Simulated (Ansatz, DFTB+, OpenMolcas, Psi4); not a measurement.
**Loss of H2: CH3 → CH + H2**

Species: CH3 (methyl radical) `[CH3]`, doublet; CH, doublet; H2 (hydrogen), singlet. 

Shapes, held fixed at every level: PBE0-D4/def2-TZVP. Programs: Ansatz 0.2.0, DFTB+ 25.1, OpenMolcas 26.06, Psi4 1.11. A level may come from different programs for different species; with the same settings they agree closely. The zero-point and thermal change to 298 K, harmonic and unscaled (PBE0-D4/def2-TZVP, UPBE0-D4/def2-TZVP), is -27.9 kJ/mol.

| level | kind | ΔH(298 K) (kJ/mol) |
| --- | --- | --- |
| DFTB1 | semi-empirical | +553.8 |
| PBE/3-21G | GGA | +486.7 |
| r2SCAN/3-21G | meta-GGA | +487.5 |
| HSE06/3-21G | range-separated hybrid | +488.5 |
| wB97X/3-21G | range-separated hybrid | +477.5 |
| CCSD/3-21G | coupled cluster or CI | +425.4 |
| CCSDT/3-21G | coupled cluster or CI | +426.1 |
| FCI/3-21G | exact in the basis | +426.1 |
| B3LYP/6-31G* (Cartesian functions) | global hybrid | +454.4 |

B3LYP/6-31G* (Cartesian functions) gives ΔH(298 K) = +454.4 kJ/mol; the levels span +425.4 to +553.8. DFTB1 strays far from the other rows. The median of the levels is +477.5. No measured value is set beside it here. T1 is large for CH (0.115), so single-reference values are less sure there. Spin contamination: CH (⟨S²⟩ up to 1.06). Open shells run unrestricted. Rows in sets without polarisation functions are far from converged.
